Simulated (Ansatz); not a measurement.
# Worked example: a bond strength in PH3 (phosphine)

PH3: 4 atoms, total charge 0, spin state singlet. As SMILES, `P`. The shape was relaxed beforehand at r2SCAN/def2-SVP.

```xyz
4

P     0.3517   -0.3319   -0.3383
H     0.6310   -0.0326    1.0313
H    -1.0098   -0.6632   -0.0559
H     0.0272    1.0277   -0.6370
```

Wanted: the dissociation energy of the H2–P1 bond into doublet H and doublet PH2 (shapes relaxed at r2SCAN/def2-SVP, no zero-point term). 1 Eh = 2625.50 kJ/mol = 27.2114 eV. Totals in Eh; open shells run unrestricted unless said.

| level | program | PH3 | doublet H | doublet PH2 |
| --- | --- | --- | --- | --- |
| PBE/def2-TZVPP | Ansatz | -342.983883 | -0.499616 | -342.348910 |
| PBE0-D4/def2-TZVPP | Ansatz | -343.017607 | -0.501036 | -342.381627 |
| RPA@PBE/def2-TZVPP, 5 core orbitals frozen | Ansatz | -342.803705 | -0.517613 | -342.151096 |

Task: Work out the dissociation energy at each level.

Result: 
1. PBE/def2-TZVPP: (-0.499616) + (-342.348910) − (-342.983883) = 0.135357 Eh = 355.4 kJ/mol = 3.68 eV.
2. PBE0-D4/def2-TZVPP: (-0.501036) + (-342.381627) − (-343.017607) = 0.134944 Eh = 354.3 kJ/mol = 3.67 eV.
3. RPA@PBE/def2-TZVPP: (-0.517613) + (-342.151096) − (-342.803705) = 0.134996 Eh = 354.4 kJ/mol = 3.67 eV.

The levels span 354 to 355 kJ/mol; no measured value is set beside them. A bond enthalpy at 298 K also holds the loss of zero-point energy and thermal terms.
